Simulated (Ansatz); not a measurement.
Ansatz (an electronic-structure program) input (SVWN5/6-31G*):

Ansatz 0.2 input:
```yaml
crystal:
  periodic: [false, false, false]
  atoms:
    - {symbol: C, position_ang: [0.00000000, -0.00000000, 0.00000000]}
    - {symbol: C, position_ang: [-0.00417723, 0.75450823, 1.26976351]}
    - {symbol: C, position_ang: [-0.00404543, -0.77165127, 1.25941949]}
    - {symbol: C, position_ang: [0.76720458, 0.00862060, -1.26211027]}
    - {symbol: C, position_ang: [-0.75898192, 0.00852243, -1.26707274]}
    - {symbol: H, position_ang: [-0.91665785, 1.25361755, 1.57173539]}
    - {symbol: H, position_ang: [0.90625614, 1.25373480, 1.57766269]}
    - {symbol: H, position_ang: [-0.91643948, -1.27496555, 1.55459713]}
    - {symbol: H, position_ang: [0.90647452, -1.27484830, 1.56052443]}
    - {symbol: H, position_ang: [1.26948429, -0.90074418, -1.56819650]}
    - {symbol: H, position_ang: [1.26932686, 0.92213758, -1.55584135]}
    - {symbol: H, position_ang: [-1.25914353, -0.90090683, -1.57641846]}
    - {symbol: H, position_ang: [-1.25930095, 0.92197493, -1.56406331]}
basis:
  gaussian:
    orbitals: 6-31G*
hamiltonian:
  xc: {name: SVWN5}
output: {forces: true}
```

Output:

```
Functional definition: SVWN5
integrals: 0.04 GiB planned
1179 factors; their error is unknown
mean field: 0.24 GiB planned
mean field evaluation 1: about -5252.4216 eV, gradient 6.6e1 eV
mean field evaluation 2: about -5239.3139 eV, gradient 9.8e1 eV
mean field evaluation 4: about -5263.6257 eV, gradient 5.6e0 eV
mean field evaluation 8: about -5263.5967 eV, gradient 4.6e-2 eV
mean field evaluation 16: about -5263.5967 eV, gradient 1.5e-5 eV
mean field -5263.59665602 eV, -193.4336093148 hartree, gradient 1.5e-5 eV, S^2 0.000000; 0 other end points of the search recorded, 0 dependent functions left out
the calculation of the forces begins
reference -5263.59667611 eV, -193.4336100529 hartree; 19, 19 occupied and 72, 72 virtual orbitals, 1179 factors
Total energy: -5263.59667611 eV, -193.4336100529 hartree
Atom 0 at     0.000000    -0.000000     0.000000 Å, force    -0.000000    -0.000000     0.000001 eV/Å
Atom 1 at    -0.004177     0.754508     1.269764 Å, force     0.001107    -0.661458    -0.327248 eV/Å
Atom 2 at    -0.004045    -0.771651     1.259419 Å, force     0.000992     0.665833    -0.318252 eV/Å
Atom 3 at     0.767205     0.008621    -1.262110 Å, force    -0.664707    -0.002230     0.320592 eV/Å
Atom 4 at    -0.758982     0.008522    -1.267073 Å, force     0.662608    -0.002145     0.324908 eV/Å
Atom 5 at    -0.916658     1.253618     1.571735 Å, force    -0.433530     0.234638     0.144246 eV/Å
Atom 6 at     0.906256     1.253735     1.577663 Å, force     0.432553     0.234693     0.147062 eV/Å
Atom 7 at    -0.916439    -1.274966     1.554597 Å, force    -0.433490    -0.236646     0.141051 eV/Å
Atom 8 at     0.906475    -1.274848     1.560524 Å, force     0.432594    -0.236590     0.143867 eV/Å
Atom 9 at     1.269484    -0.900744    -1.568196 Å, force     0.236152    -0.432043    -0.146226 eV/Å
Atom 10 at     1.269327     0.922138    -1.555841 Å, force     0.236078     0.434026    -0.140356 eV/Å
Atom 11 at    -1.259144    -0.900907    -1.576418 Å, force    -0.235141    -0.432073    -0.147758 eV/Å
Atom 12 at    -1.259301     0.921975    -1.564063 Å, force    -0.235216     0.433996    -0.141888 eV/Å
Dipole moment:     0.000000     0.000000    -0.000000 e Å
```

The geometry given is a B3LYP-D3(BJ)/def2-TZVP minimum.
